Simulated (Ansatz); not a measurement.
Density of states of ZrMoC$_{2}$ (R-3m, a = 3.189 Å, b = 3.189 Å, c = 15.678 Å, α = 90.00°, β = 90.00°, γ = 120.00°), in states per eV and primitive cell, averaged over bins of 0.5 eV. The calculation used DFT r2SCAN, scalar-relativistic, plane waves, PAW in Ansatz 0.2.0.

Settings: cutoff 500 eV, Γ-centred mesh 15×15×15 on the computed 4-atom cell, Gaussian smearing of 0.10 eV; no spin polarisation.

The cell is relaxed at this level. The states (both spins) are summed by tetrahedra on a 23×23×23 mesh at the self-consistent density. Energies are bin centres; the table starts no lower than −8 eV and ends at 6 eV, or lower where the solved bands end.

It is a metal at this level.

```csv
E − E_F (eV),total,Mo 4d,C 2p,Zr 4d,C 2s
-7.20,0.28,0.07,0.12,0.04,0.00
-6.70,0.77,0.21,0.35,0.11,0.02
-6.20,1.79,0.52,0.84,0.22,0.03
-5.70,1.73,0.47,0.86,0.21,0.03
-5.20,2.60,0.77,1.28,0.36,0.04
-4.70,4.61,1.74,2.15,0.52,0.06
-4.20,4.38,1.32,2.13,0.70,0.06
-3.70,3.34,0.67,1.54,0.96,0.05
-3.20,1.95,0.39,0.92,0.57,0.02
-2.70,1.37,0.28,0.69,0.35,0.01
-2.20,0.83,0.21,0.43,0.16,0.01
-1.70,0.59,0.18,0.29,0.10,0.00
-1.20,1.19,0.50,0.45,0.19,0.01
-0.70,1.49,0.79,0.44,0.20,0.03
-0.20,1.20,0.63,0.36,0.16,0.02
```

The columns after the total are the main Löwdin projections on the occupied valence shells of the potentials; 5 others are left out. The rest of the total lies in those, in shells that are empty in the free atom, which aren't projected, and between the atoms.

Whether ZrMoC2 exists in this form wasn't checked.